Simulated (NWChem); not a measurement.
Correlation energy of nitrogen trifluoride (F3N)

SMILES: N(F)(F)F
```xyz
4

F      0.6162    -0.1189     1.0658
N     -0.0032     0.4745     0.0000
F      0.6162    -0.1189    -1.0658
F     -1.2298    -0.1314     0.0000
```
Charge 0, spin multiplicity 1.

Program: NWChem. Structure: optimised with B3LYP/def2-SVP, a minimum by its harmonic frequencies.

Basis set: 6-31G*. Each correlation energy counts from its own Hartree-Fock reference.

| method | correlation energy (mHa) | difference from CCSD(T) |
|---|---|---|
| CR-CCSD[T] | -710.4 | +2.7 |
| CCSD | -693.8 | +19.3 |
| MP2 | -684.7 | +28.5 |
| SCS-MP2 | -657.2 | +56.0 |
| CR-CCSD(T) | -708.5 | +4.6 |
| CCSD(T) | -713.2 | 0.0 |
| CCSD+T(CCSD) | -715.7 | -2.5 |

The values span 58.5 mHa, from CCSD+T(CCSD) (lowest) to SCS-MP2 (highest). 

The correlated methods keep 4 core orbitals frozen. The Pople sets run with spherical d functions. Differences from the coupled-cluster row are differences between methods, not errors against experiment.
